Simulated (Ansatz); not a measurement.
# BSiHO (triplet): wB97M-V, B2PLYP over vertical spin and charge gaps, def2-QZVPP

How well do these functionals follow the top wave-function level for BSiHO (triplet) over vertical spin and charge gaps?

Method: def2-QZVPP, all electrons in the functionals, frozen cores in the correlation of double hybrids and RPA; program: Ansatz 0.2.0, Gaussian basis.

To be run: wB97M-V, B2PLYP, at charge 0, triplet; charge 0, singlet; charge 0, quintet; charge 1, doublet; charge 1, quartet.

2 further runs of the same task are left out: 2 set aside as unsound or not needed.

### Step 1. The geometry

The geometry is a PBE0/def2-TZVP stationary point (not a proven minimum).

4 atoms, charge 0, spin multiplicity 3.

Atoms are counted from 1 here; the program's logs count them from 0.

Bond lengths: B1–Si2 1.800 Å, B1–H4 1.175 Å, Si2–O3 1.513 Å. Angles: Si2–B1–H4 180.0°, B1–Si2–O3 180.0°.

Coordinates:

```xyz
4
BHOSi
B     0.0000    0.0000    0.9843
Si    0.0000    0.0000   -0.8153
O     0.0000    0.0000   -2.3284
H     0.0000    0.0000    2.1595
```

No dispersion term is added; wB97M-V holds VV10 nonlocal correlation.

The geometry shown and the zero of energy belong to the point charge 0, triplet. The yardstick, UCCSD(T), and other wave-function levels (R restricted, U unrestricted, valence and pair active spaces) come from earlier runs.

### Step 2. wB97M-V, charge 0, triplet

in.yaml

```yaml
crystal:
  periodic: [false, false, false]
  atoms:
    - {symbol: B, position_ang: [0.000000, 0.000000, 0.984275]}
    - {symbol: Si, position_ang: [0.000000, 0.000000, -0.815325]}
    - {symbol: O, position_ang: [0.000000, 0.000000, -2.328425]}
    - {symbol: H, position_ang: [0.000000, 0.000000, 2.159475]}
basis:
  gaussian: {orbitals: "def2-QZVPP.json"}
magnetization: {spin_polarized: true, initial_magnetization: 2}
hamiltonian: {xc: {name: wB97M-V}}
output: {orbitals: {seedname: orbitals}}
```

Command:

```
$ ansatz run in.yaml --threads 1 --pin off --events-out ev --progress --plain --max-ram 2393MiB
```

Output, cut to the lines that bear on the results:

```text
Functional definition: wB97M-V
  name "wB97M-V"
  cite "Mardirossian & Head-Gordon, J. Chem. Phys. 144, 214110 (2016) doi:10.1063/1.4952647"
  cite "Becke, J. Chem. Phys. 107, 8554 (1997) doi:10.1063/1.475007"
  cite "Vydrov & Van Voorhis, J. Chem. Phys. 133, 244103 (2010) doi:10.1063/1.3521275"
  # Of w^i u^j: cxij and so on, Table III.
[...]
  gx(w, u) = 1 - cx + cx01*u + cx10*w
  gss(w, u) = css00 + css04*u^4 + css10*w + css20*w^2 + css43*w^4*u^3
  gos(w, u) = cos00 + cos10*w + (cos20 + cos21*u)*w^2 + (cos60 + cos61*u)*w^6
[...]
      + integral(e_c_pw_mod_opposite_spin*gos(b97_w_opposite, b97_u_opposite)) + vv10(b, c)
790 factors; their error is unknown
193 factors; integrals over basis functions are off by at most 6.5e-5 eV
[...]
mean field -10614.23093663 eV, -390.0657923371 hartree, gradient 8.2e-5 eV, S^2 2.006222; 0 other end points of the search recorded, 0 dependent functions left out
reference -10614.23098664 eV, -390.0657941749 hartree; 15, 13 occupied and 199, 201 virtual orbitals, 790 factors
Total energy: -10614.23098664 eV, -390.0657941749 hartree
```

Run time: 22 s. Hardware: 1 thread of Arm Neoverse V1, shared host; peak memory 0.56 GiB.

From the report: ⟨S²⟩ of the determinant 2.006 (pure triplet: 2.00).

### Step 3. wB97M-V, charge 0, singlet

in.yaml: that of step 2 with these lines changed.

```diff
@@ -9,3 +9,3 @@
   gaussian: {orbitals: "def2-QZVPP.json"}
-magnetization: {spin_polarized: true, initial_magnetization: 2}
+magnetization: {spin_polarized: true, initial_magnetization: 0}
 hamiltonian: {xc: {name: wB97M-V}}
```

Launched as before.

Output, cut to the lines that bear on the results:

```text
Functional definition: wB97M-V
  name "wB97M-V"
  cite "Mardirossian & Head-Gordon, J. Chem. Phys. 144, 214110 (2016) doi:10.1063/1.4952647"
  cite "Becke, J. Chem. Phys. 107, 8554 (1997) doi:10.1063/1.475007"
  cite "Vydrov & Van Voorhis, J. Chem. Phys. 133, 244103 (2010) doi:10.1063/1.3521275"
  # Of w^i u^j: cxij and so on, Table III.
[...]
  gx(w, u) = 1 - cx + cx01*u + cx10*w
  gss(w, u) = css00 + css04*u^4 + css10*w + css20*w^2 + css43*w^4*u^3
  gos(w, u) = cos00 + cos10*w + (cos20 + cos21*u)*w^2 + (cos60 + cos61*u)*w^6
[...]
      + integral(e_c_pw_mod_opposite_spin*gos(b97_w_opposite, b97_u_opposite)) + vv10(b, c)
790 factors; their error is unknown
193 factors; integrals over basis functions are off by at most 6.5e-5 eV
[...]
mean field -10613.81289515 eV, -390.0504295961 hartree, gradient 1.3e-5 eV, S^2 1.003611; 5 other end points of the search recorded, 0 dependent functions left out
reference -10613.81294506 eV, -390.0504314303 hartree; 14, 14 occupied and 200, 200 virtual orbitals, 790 factors
Total energy: -10613.81294506 eV, -390.0504314303 hartree
```

Run time: 73 s. Hardware: 1 thread of Arm Neoverse V1, shared host; peak memory 0.61 GiB.

From the report: ⟨S²⟩ of the determinant 1.004 (pure singlet: 0.00). The determinant is far from a pure spin state, so its energy mixes those of several spin states (harmless only where they are near-degenerate, as at dissociation).

From charge 0, triplet: +9.6 kcal/mol.

### Step 4. wB97M-V, charge 0, quintet

in.yaml: that of step 3 with these lines changed.

```diff
@@ -9,3 +9,3 @@
   gaussian: {orbitals: "def2-QZVPP.json"}
-magnetization: {spin_polarized: true, initial_magnetization: 0}
+magnetization: {spin_polarized: true, initial_magnetization: 4}
 hamiltonian: {xc: {name: wB97M-V}}
```

The command is unchanged.

Output, cut to the lines that bear on the results:

```text
Functional definition: wB97M-V
  name "wB97M-V"
  cite "Mardirossian & Head-Gordon, J. Chem. Phys. 144, 214110 (2016) doi:10.1063/1.4952647"
  cite "Becke, J. Chem. Phys. 107, 8554 (1997) doi:10.1063/1.475007"
  cite "Vydrov & Van Voorhis, J. Chem. Phys. 133, 244103 (2010) doi:10.1063/1.3521275"
  # Of w^i u^j: cxij and so on, Table III.
[...]
  gx(w, u) = 1 - cx + cx01*u + cx10*w
  gss(w, u) = css00 + css04*u^4 + css10*w + css20*w^2 + css43*w^4*u^3
  gos(w, u) = cos00 + cos10*w + (cos20 + cos21*u)*w^2 + (cos60 + cos61*u)*w^6
[...]
      + integral(e_c_pw_mod_opposite_spin*gos(b97_w_opposite, b97_u_opposite)) + vv10(b, c)
790 factors; their error is unknown
193 factors; integrals over basis functions are off by at most 6.5e-5 eV
[...]
mean field -10609.25148776 eV, -389.8828009663 hartree, gradient 5.3e-5 eV, S^2 6.003984; 1 other end points of the search recorded, 0 dependent functions left out
reference -10609.25153558 eV, -389.8828027237 hartree; 16, 12 occupied and 198, 202 virtual orbitals, 790 factors
Total energy: -10609.25153558 eV, -389.8828027237 hartree
```

Run time: 53 s. Hardware: 1 thread of Arm Neoverse V1, shared host; peak memory 0.72 GiB.

From the report: ⟨S²⟩ of the determinant 6.004 (pure quintet: 6.00).

From charge 0, triplet: +114.8 kcal/mol.

### Step 5. wB97M-V, charge 1, doublet

in.yaml: that of step 4 with these lines changed.

```diff
@@ -9,3 +9,4 @@
   gaussian: {orbitals: "def2-QZVPP.json"}
-magnetization: {spin_polarized: true, initial_magnetization: 4}
+total_charge: 1
+magnetization: {spin_polarized: true, initial_magnetization: 1}
 hamiltonian: {xc: {name: wB97M-V}}
```

Same command.

Output, cut to the lines that bear on the results:

```text
Functional definition: wB97M-V
  name "wB97M-V"
  cite "Mardirossian & Head-Gordon, J. Chem. Phys. 144, 214110 (2016) doi:10.1063/1.4952647"
  cite "Becke, J. Chem. Phys. 107, 8554 (1997) doi:10.1063/1.475007"
  cite "Vydrov & Van Voorhis, J. Chem. Phys. 133, 244103 (2010) doi:10.1063/1.3521275"
  # Of w^i u^j: cxij and so on, Table III.
[...]
  gx(w, u) = 1 - cx + cx01*u + cx10*w
  gss(w, u) = css00 + css04*u^4 + css10*w + css20*w^2 + css43*w^4*u^3
  gos(w, u) = cos00 + cos10*w + (cos20 + cos21*u)*w^2 + (cos60 + cos61*u)*w^6
[...]
      + integral(e_c_pw_mod_opposite_spin*gos(b97_w_opposite, b97_u_opposite)) + vv10(b, c)
790 factors; their error is unknown
193 factors; integrals over basis functions are off by at most 6.5e-5 eV
[...]
mean field -10604.90523014 eV, -389.7230789447 hartree, gradient 3.7e-5 eV, S^2 0.753676; 0 other end points of the search recorded, 0 dependent functions left out
reference -10604.90527849 eV, -389.7230807217 hartree; 14, 13 occupied and 200, 201 virtual orbitals, 790 factors
Total energy: -10604.90527849 eV, -389.7230807217 hartree
```

It took 23 s on 1 thread of Arm Neoverse V1, shared host; peak memory 0.55 GiB.

From the report: ⟨S²⟩ of the determinant 0.754 (pure doublet: 0.75).

From charge 0, triplet: +215.1 kcal/mol.

### Step 6. wB97M-V, charge 1, quartet

in.yaml: that of step 5 with these lines changed.

```diff
@@ -10,3 +10,3 @@
 total_charge: 1
-magnetization: {spin_polarized: true, initial_magnetization: 1}
+magnetization: {spin_polarized: true, initial_magnetization: 3}
 hamiltonian: {xc: {name: wB97M-V}}
```

The command is unchanged.

Output, cut to the lines that bear on the results:

```text
Functional definition: wB97M-V
  name "wB97M-V"
  cite "Mardirossian & Head-Gordon, J. Chem. Phys. 144, 214110 (2016) doi:10.1063/1.4952647"
  cite "Becke, J. Chem. Phys. 107, 8554 (1997) doi:10.1063/1.475007"
  cite "Vydrov & Van Voorhis, J. Chem. Phys. 133, 244103 (2010) doi:10.1063/1.3521275"
  # Of w^i u^j: cxij and so on, Table III.
[...]
  gx(w, u) = 1 - cx + cx01*u + cx10*w
  gss(w, u) = css00 + css04*u^4 + css10*w + css20*w^2 + css43*w^4*u^3
  gos(w, u) = cos00 + cos10*w + (cos20 + cos21*u)*w^2 + (cos60 + cos61*u)*w^6
[...]
      + integral(e_c_pw_mod_opposite_spin*gos(b97_w_opposite, b97_u_opposite)) + vv10(b, c)
790 factors; their error is unknown
193 factors; integrals over basis functions are off by at most 6.5e-5 eV
[...]
mean field -10602.36969324 eV, -389.6298996822 hartree, gradient 2.7e-5 eV, S^2 3.754812; 4 other end points of the search recorded, 0 dependent functions left out
reference -10602.36974290 eV, -389.6299015072 hartree; 15, 12 occupied and 199, 202 virtual orbitals, 790 factors
Total energy: -10602.36974290 eV, -389.6299015072 hartree
```

Run time: 89 s. Hardware: 1 thread of Arm Neoverse V1, shared host; peak memory 0.75 GiB.

From the report: ⟨S²⟩ of the determinant 3.755 (pure quartet: 3.75).

From charge 0, triplet: +273.5 kcal/mol.

### Step 7. B2PLYP, charge 0, triplet

in.yaml: that of step 6 with these lines changed.

```diff
@@ -9,5 +9,4 @@
   gaussian: {orbitals: "def2-QZVPP.json"}
-total_charge: 1
-magnetization: {spin_polarized: true, initial_magnetization: 3}
-hamiltonian: {xc: {name: wB97M-V}}
-output: {orbitals: {seedname: orbitals}}
+magnetization: {spin_polarized: true, initial_magnetization: 2}
+hamiltonian: {xc: {name: B2PLYP}}
+correlation: {electrons: outside_noble_gas}
```

Launched as before.

Output, cut to the lines that bear on the results:

```text
Functional definition: B2PLYP
  name "B2PLYP"
  cite "Grimme, J. Chem. Phys. 124, 034108 (2006) doi:10.1063/1.2148954"
  cite "Becke, Phys. Rev. A 38, 3098 (1988) doi:10.1103/PhysRevA.38.3098"
  cite "Lee, Yang & Parr, Phys. Rev. B 37, 785 (1988) doi:10.1103/PhysRevB.37.785"
[...]
1298 factors; integrals over basis functions are off by at most 1.0e-3 eV
[...]
mean field -10606.67137350 eV, -389.7879835160 hartree, gradient 3.6e-6 eV, S^2 2.011602; 1 other end points of the search recorded, 0 dependent functions left out
7 core orbitals not correlated: weight in the atoms' cores, before any rotation towards them, 1.000 or more for the frozen orbitals, at most 0.000 for the correlated occupied ones
reference -10606.67151807 eV, -389.7879888288 hartree; 8, 6 occupied and 199, 201 virtual orbitals, 1298 factors
second order -14.99011787 eV of doubles, -0.00000000 eV of singles
Total energy: -10610.71884989 eV, -389.9367255301 hartree
```

It took 18 s on 1 thread of Arm Neoverse V1, shared host; peak memory 0.6 GiB.

From the report: ⟨S²⟩ of the determinant 2.012 (pure triplet: 2.00).

### Step 8. B2PLYP, charge 0, singlet

in.yaml: that of step 7 with these lines changed.

```diff
@@ -9,3 +9,3 @@
   gaussian: {orbitals: "def2-QZVPP.json"}
-magnetization: {spin_polarized: true, initial_magnetization: 2}
+magnetization: {spin_polarized: true, initial_magnetization: 0}
 hamiltonian: {xc: {name: B2PLYP}}
```

The command is unchanged.

Output, cut to the lines that bear on the results:

```text
Functional definition: B2PLYP
  name "B2PLYP"
  cite "Grimme, J. Chem. Phys. 124, 034108 (2006) doi:10.1063/1.2148954"
  cite "Becke, Phys. Rev. A 38, 3098 (1988) doi:10.1103/PhysRevA.38.3098"
  cite "Lee, Yang & Parr, Phys. Rev. B 37, 785 (1988) doi:10.1103/PhysRevB.37.785"
[...]
1298 factors; integrals over basis functions are off by at most 1.0e-3 eV
[...]
mean field -10606.44146977 eV, -389.7795347098 hartree, gradient 2.3e-6 eV, S^2 1.011277; 6 other end points of the search recorded, 0 dependent functions left out
7 core orbitals not correlated: weight in the atoms' cores, before any rotation towards them, 1.000 or more for the frozen orbitals, at most 0.000 for the correlated occupied ones
reference -10606.44161377 eV, -389.7795400015 hartree; 7, 7 occupied and 200, 200 virtual orbitals, 1298 factors
second order -15.03867556 eV of doubles, -0.00000000 eV of singles
Total energy: -10610.50205617 eV, -389.9287585075 hartree
```

Run time: 45 s. Hardware: 1 thread of Arm Neoverse V1, shared host; peak memory 0.64 GiB.

From the report: ⟨S²⟩ of the determinant 1.011 (pure singlet: 0.00). The determinant is far from a pure spin state, so its energy mixes those of several spin states (harmless only where they are near-degenerate, as at dissociation).

From charge 0, triplet: +5.0 kcal/mol.

### Step 9. B2PLYP, charge 0, quintet

in.yaml: that of step 8 with these lines changed.

```diff
@@ -9,3 +9,3 @@
   gaussian: {orbitals: "def2-QZVPP.json"}
-magnetization: {spin_polarized: true, initial_magnetization: 0}
+magnetization: {spin_polarized: true, initial_magnetization: 4}
 hamiltonian: {xc: {name: B2PLYP}}
```

Same command.

Output, cut to the lines that bear on the results:

```text
Functional definition: B2PLYP
  name "B2PLYP"
  cite "Grimme, J. Chem. Phys. 124, 034108 (2006) doi:10.1063/1.2148954"
  cite "Becke, Phys. Rev. A 38, 3098 (1988) doi:10.1103/PhysRevA.38.3098"
  cite "Lee, Yang & Parr, Phys. Rev. B 37, 785 (1988) doi:10.1103/PhysRevB.37.785"
[...]
1298 factors; integrals over basis functions are off by at most 1.0e-3 eV
[...]
mean field -10602.27952564 eV, -389.6265860840 hartree, gradient 5.4e-6 eV, S^2 6.006984; 2 other end points of the search recorded, 0 dependent functions left out
7 core orbitals not correlated: weight in the atoms' cores, before any rotation towards them, 1.000 or more for the frozen orbitals, at most 0.000 for the correlated occupied ones
reference -10602.27966924 eV, -389.6265913613 hartree; 9, 5 occupied and 198, 202 virtual orbitals, 1298 factors
second order -12.29351510 eV of doubles, -0.00000000 eV of singles
Total energy: -10605.59891832 eV, -389.7485715150 hartree
```

Run time: 18 s. Hardware: 1 thread of Arm Neoverse V1, shared host; peak memory 0.5 GiB.

From the report: ⟨S²⟩ of the determinant 6.007 (pure quintet: 6.00).

From charge 0, triplet: +118.1 kcal/mol.

### Step 10. B2PLYP, charge 1, doublet

in.yaml: that of step 9 with these lines changed.

```diff
@@ -9,3 +9,4 @@
   gaussian: {orbitals: "def2-QZVPP.json"}
-magnetization: {spin_polarized: true, initial_magnetization: 4}
+total_charge: 1
+magnetization: {spin_polarized: true, initial_magnetization: 1}
 hamiltonian: {xc: {name: B2PLYP}}
```

The command is unchanged.

Output, cut to the lines that bear on the results:

```text
Functional definition: B2PLYP
  name "B2PLYP"
  cite "Grimme, J. Chem. Phys. 124, 034108 (2006) doi:10.1063/1.2148954"
  cite "Becke, Phys. Rev. A 38, 3098 (1988) doi:10.1103/PhysRevA.38.3098"
  cite "Lee, Yang & Parr, Phys. Rev. B 37, 785 (1988) doi:10.1103/PhysRevB.37.785"
[...]
1298 factors; integrals over basis functions are off by at most 1.0e-3 eV
[...]
mean field -10597.52790958 eV, -389.4519674147 hartree, gradient 8.5e-6 eV, S^2 0.757127; 2 other end points of the search recorded, 0 dependent functions left out
7 core orbitals not correlated: weight in the atoms' cores, before any rotation towards them, 1.000 or more for the frozen orbitals, at most 0.000 for the correlated occupied ones
reference -10597.52804811 eV, -389.4519725056 hartree; 7, 6 occupied and 200, 201 virtual orbitals, 1298 factors
second order -14.88491954 eV of doubles, -0.00000000 eV of singles
Total energy: -10601.54697639 eV, -389.5996653956 hartree
```

Wall time 30 s (1 thread of Arm Neoverse V1, shared host); peak memory 0.65 GiB.

From the report: ⟨S²⟩ of the determinant 0.757 (pure doublet: 0.75).

From charge 0, triplet: +211.5 kcal/mol.

### Step 11. B2PLYP, charge 1, quartet

in.yaml: that of step 10 with these lines changed.

```diff
@@ -10,3 +10,3 @@
 total_charge: 1
-magnetization: {spin_polarized: true, initial_magnetization: 1}
+magnetization: {spin_polarized: true, initial_magnetization: 3}
 hamiltonian: {xc: {name: B2PLYP}}
```

Same command.

Output, cut to the lines that bear on the results:

```text
Functional definition: B2PLYP
  name "B2PLYP"
  cite "Grimme, J. Chem. Phys. 124, 034108 (2006) doi:10.1063/1.2148954"
  cite "Becke, Phys. Rev. A 38, 3098 (1988) doi:10.1103/PhysRevA.38.3098"
  cite "Lee, Yang & Parr, Phys. Rev. B 37, 785 (1988) doi:10.1103/PhysRevB.37.785"
[...]
1298 factors; integrals over basis functions are off by at most 1.0e-3 eV
[...]
mean field -10595.59020434 eV, -389.3807580604 hartree, gradient 7.3e-6 eV, S^2 3.762394; 6 other end points of the search recorded, 0 dependent functions left out
7 core orbitals not correlated: weight in the atoms' cores, before any rotation towards them, 1.000 or more for the frozen orbitals, at most 0.000 for the correlated occupied ones
reference -10595.59034189 eV, -389.3807631155 hartree; 8, 5 occupied and 199, 202 virtual orbitals, 1298 factors
second order -11.54610703 eV of doubles, -0.00000000 eV of singles
Total energy: -10598.70779079 eV, -389.4953272494 hartree
```

Run time: 44 s. Hardware: 1 thread of Arm Neoverse V1, shared host; peak memory 0.62 GiB.

From the report: ⟨S²⟩ of the determinant 3.762 (pure quartet: 3.75).

From charge 0, triplet: +277.0 kcal/mol.

### Step 12. The comparison

No level is safe as a reference over these points; UCCSD(T) serves as a yardstick only. It comes from earlier runs at the same points. Energies in kcal/mol, counted from charge 0, triplet; blanks weren't run or aren't comparable.

```
   level  triplet to singlet  triplet to quintet  ionisation to the doublet cation  ionisation to the quartet cation
UCCSD(T)                                   116.2                             213.7                             277.2
 wB97M-V                 9.6               114.8                             215.1                             273.5
  B2PLYP                 5.0               118.1                             211.5                             277.0
```

Largest miss and mean time a point (UCCSD(T) took 75 s a point; shared hosts):

```
  level  largest miss (kcal/mol)                             where  time a point
wB97M-V                     -3.7  ionisation to the quartet cation          52 s
 B2PLYP                     -2.2  ionisation to the doublet cation          31 s
```

### Step 13. What came out

| quantity | value |
| --- | --- |
| triplet to quintet, UCCSD(T) | 116.2 kcal/mol |
| ionisation to the doublet cation, UCCSD(T) | 213.7 kcal/mol |
| ionisation to the quartet cation, UCCSD(T) | 277.2 kcal/mol |
| largest miss, wB97M-V | -3.7 kcal/mol (ionisation to the quartet cation) |
| largest miss, B2PLYP | -2.2 kcal/mol (ionisation to the doublet cation) |

What this shows: Misses are known at 3 of 4 points at best, and only functionals with that many are ranked. Of the functionals, B2PLYP keep the smallest largest miss at the points compared (at most 2.2 kcal/mol) and wB97M-V strays most (3.7 kcal/mol, at ionisation to the quartet cation). wB97M-V, B2PLYP clearly break the spin symmetry at some points (⟨S²⟩ up to 1.01 above the pure value), so energy there is bought with a mixed spin. Functionals and the yardstick converge differently with the basis, so part of each miss in def2-QZVPP is the basis. The yardstick itself may be off where one determinant is a poor start.
